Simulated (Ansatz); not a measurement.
C7H16, SMILES `CCC(C)C(C)C` at its PBE0-D4/def2-TZVP geometry, where that method's forces vanish. Total charge 0; spin multiplicity 1.

```xyz
23

C    -2.1949    1.3884    0.4579
C    -1.1410    0.5781   -0.2796
C     0.0486    0.1728    0.5903
C     0.8805    1.3828    0.9956
C     0.9250   -0.9197   -0.0498
C     0.2126   -2.2643   -0.1090
C     1.4611   -0.5417   -1.4248
H    -3.0456    1.6108   -0.1906
H    -1.8015    2.3424    0.8164
H    -2.5742    0.8402    1.3254
H    -1.6150   -0.3197   -0.6886
H    -0.7797    1.1511   -1.1411
H    -0.3592   -0.2672    1.5116
H     1.2700    1.9107    0.1203
H     1.7331    1.0838    1.6114
H     0.2945    2.0997    1.5740
H     1.7883   -1.0419    0.6177
H    -0.1656   -2.5578    0.8740
H     0.8917   -3.0482   -0.4543
H    -0.6341   -2.2438   -0.8007
H     1.9947    0.4112   -1.4116
H     0.6537   -0.4647   -2.1582
H     2.1571   -1.3029   -1.7864
```

Task: What forces (eV/Å) does B3LYP-D4/def2-TZVPP give on these atoms in the Gaussian-basis code of Ansatz? (Estimate.)

Result: Ansatz gave: 
```
C1  -0.172  0.132  0.097
C2  -0.043 -0.065 -0.242
C3  -0.072 -0.083  0.174
C4   0.128  0.203  0.087
C5   0.167 -0.035  0.130
C6  -0.102 -0.226 -0.007
C7   0.106  0.057 -0.222
H8   0.033 -0.006  0.037
H9  -0.035 -0.052 -0.017
H10  0.012  0.034 -0.040
H11  0.022  0.074  0.018
H12 -0.036 -0.038  0.048
H13  0.027  0.033 -0.052
H14 -0.017 -0.020  0.061
H15 -0.041  0.027 -0.032
H16  0.049 -0.035 -0.030
H17 -0.048 -0.003 -0.045
H18  0.016  0.004 -0.053
H19 -0.040  0.028  0.021
H20  0.046 -0.015  0.045
H21 -0.028 -0.058 -0.017
H22  0.060  0.000  0.031
H23 -0.030  0.044  0.009
```

B3LYP here is the variant with VWN-RPA as its local correlation; programs differ in this.
